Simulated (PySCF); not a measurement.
Molecule: `C1C=C[C@@H]2C[C@@H]21`, C6H8.

Cartesian coordinates in Å; atom numbers follow the order of the lines, from 1:
```xyz
14

C     1.493    0.079   -0.209
C     0.922   -1.108   -0.047
C    -0.485   -0.972    0.390
C    -1.378   -0.265   -0.595
C    -0.727    0.514    0.504
C     0.575    1.212    0.155
H     2.496    0.261   -0.555
H     1.382   -2.066   -0.214
H    -0.909   -1.703    1.063
H    -2.441   -0.443   -0.527
H    -1.016   -0.132   -1.604
H    -1.342    0.939    1.283
H     0.970    1.772    1.008
H     0.459    1.914   -0.674
```

Frames of a GFN2-xTB Langevin trajectory at 200 K; GIAO PBE0/pcSseg-1 shieldings in PySCF 2.14, gas phase, non-relativistic; equivalent atoms averaged within each frame.

Shifts are taken against calculated references (same method and geometry level): TMS for ¹³C (σ = 186.93 ppm) and ¹H (σ = 31.72 ppm). The references are static minima.

Q: How do the shifts (ppm) fluctuate along the trajectory?

A: 
```
         time (fs)     C2     C1    C6    C3    C4    C5    H8    H7   H14   H13
optimised geometry  143.9  135.7  41.0  28.3  19.9  18.7  6.25  5.53  2.45  2.74
               250  146.0  136.3  43.3  33.1  22.2  17.3  6.40  5.18  2.68  2.51
               425  145.5  134.7  42.7  27.2  21.3  13.7  6.56  5.43  2.91  2.37
               625  150.9  141.3  45.2  28.6  21.6  19.8  6.49  5.74  3.24  2.61
               800  141.3  134.9  45.9  28.7  25.1  21.7  5.60  6.24  2.74  2.44
              1000  141.2  135.3  36.4  30.1  24.3  30.4  6.14  5.78  2.34  2.49
    mean of frames  145.0  136.5  42.7  29.5  22.9  20.6  6.24  5.67  2.78  2.48
standard deviation    4.0    2.7   3.8   2.3   1.7   6.2  0.39  0.40  0.33  0.09
```

5 frames give an uncertainty of the mean of about the standard deviation over 2.2 at best, since frames this close in time may not be independent; classical motion lacks zero-point vibration, and the reference would need the same averaging.
